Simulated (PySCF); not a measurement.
PySCF input (M06-2X/6-311+G**):

```python
from pyscf import gto, dft

mol = gto.M(
    atom='''
    P     0.00516854   -0.00153424    0.11648047
    H    -0.05009241    1.03292111   -0.85964720
    H    -0.02743573   -1.00990756   -0.88755990
    ''',
    basis='6-311+g**',
    charge=0,
    spin=1,
    verbose=4,
)

mf = dft.UKS(mol, xc='m062x')
mf.grids.level = 4
mf.conv_tol = 1e-9
mf.max_cycle = 100
mf.max_memory = 1500
mf.kernel()
if not mf.converged:
    mf = mf.newton()
    mf.kernel(mf.make_rdm1())
mo, _, stable, _ = mf.stability(return_status=True)
if not stable:
    mf.kernel(mf.make_rdm1(mo, mf.mo_occ))
    stable = mf.stability(return_status=True)[2]
mf.dip_moment()
```

From the last part of the output:

```
small_rho_cutoff = 0
Set gradient conv threshold to 3.16228e-05
tot grids = 60496
init E= -342.27589480894
  alpha nocc = 9  HOMO = -0.208989414671097  LUMO = 0.0155041148040109
  beta  nocc = 8  HOMO = -0.322943440375455  LUMO = -0.208989414671092

WARN: HOMO -0.208989414671097 >= LUMO -0.208989414671092

cycle= 1 E= -342.477495617341  delta_E= -0.202  |g|= 0.099  |ddm|= 0.89
  alpha nocc = 9  HOMO = -0.297392515810017  LUMO = 0.00206507451866124
  beta  nocc = 8  HOMO = -0.350570673028452  LUMO = -0.102433244083692
  HOMO = -0.29739251581  LUMO = -0.102433244084  gap/eV = 5.30511
cycle= 2 E= -342.481975556776  delta_E= -0.00448  |g|= 0.0324  |ddm|= 0.12
  alpha nocc = 9  HOMO = -0.292838190859418  LUMO = 0.0060339207358833
  beta  nocc = 8  HOMO = -0.346159972923282  LUMO = -0.0944854331673957
  HOMO = -0.292838190859  LUMO = -0.0944854331674  gap/eV = 5.39745
cycle= 3 E= -342.482391718441  delta_E= -0.000416  |g|= 0.00664  |ddm|= 0.032
  alpha nocc = 9  HOMO = -0.294557945636116  LUMO = 0.00671938157875181
  beta  nocc = 8  HOMO = -0.345561535137248  LUMO = -0.092670844919147
  HOMO = -0.294557945636  LUMO = -0.0926708449191  gap/eV = 5.49363
cycle= 4 E= -342.48244631224  delta_E= -5.46e-05  |g|= 0.00157  |ddm|= 0.0148
  alpha nocc = 9  HOMO = -0.294412175427364  LUMO = 0.00692231767571434
  beta  nocc = 8  HOMO = -0.345080406528962  LUMO = -0.0919568606201592
  HOMO = -0.294412175427  LUMO = -0.0919568606202  gap/eV = 5.50909
cycle= 5 E= -342.482450057324  delta_E= -3.75e-06  |g|= 0.00063  |ddm|= 0.00356
  alpha nocc = 9  HOMO = -0.294631608566889  LUMO = 0.00693390404287991
  beta  nocc = 8  HOMO = -0.345266444552563  LUMO = -0.0920165332381079
  HOMO = -0.294631608567  LUMO = -0.0920165332381  gap/eV = 5.51344
cycle= 6 E= -342.482450527713  delta_E= -4.7e-07  |g|= 0.000186  |ddm|= 0.00128
  alpha nocc = 9  HOMO = -0.294622884696186  LUMO = 0.00692627942720821
  beta  nocc = 8  HOMO = -0.345241866430936  LUMO = -0.0920016513892547
  HOMO = -0.294622884696  LUMO = -0.0920016513893  gap/eV = 5.51360
cycle= 7 E= -342.482450588727  delta_E= -6.1e-08  |g|= 3.73e-05  |ddm|= 0.000539
  alpha nocc = 9  HOMO = -0.294613987533138  LUMO = 0.00692121332254465
  beta  nocc = 8  HOMO = -0.345240962594897  LUMO = -0.0920056849974937
  HOMO = -0.294613987533  LUMO = -0.0920056849975  gap/eV = 5.51325
cycle= 8 E= -342.48245059215  delta_E= -3.42e-09  |g|= 8.1e-06  |ddm|= 0.000184
  alpha nocc = 9  HOMO = -0.294616410777685  LUMO = 0.0069198647611263
  beta  nocc = 8  HOMO = -0.345243221769562  LUMO = -0.0920095867788561
  HOMO = -0.294616410778  LUMO = -0.0920095867789  gap/eV = 5.51321
cycle= 9 E= -342.482450592244  delta_E= -9.4e-11  |g|= 1.27e-06  |ddm|= 2.88e-05
  alpha nocc = 9  HOMO = -0.294615799497111  LUMO = 0.006920142463824
  beta  nocc = 8  HOMO = -0.345242515006584  LUMO = -0.0920091734365749
  HOMO = -0.294615799497  LUMO = -0.0920091734366  gap/eV = 5.51321
Extra cycle  E= -342.482450592246  delta_E= -2.27e-12  |g|= 5.31e-07  |ddm|= 3.37e-06
converged SCF energy = -342.482450592246  <S^2> = 0.75425249  2S+1 = 2.004248
uhf_internal: lowest eigs of H = [0.19407184 0.37352455 0.43106469]
<class 'pyscf.dft.uks.UKS'> wavefunction is stable in the internal stability analysis
Dipole moment(X, Y, Z, Debye): -0.03835,  0.01138, -0.86524
```
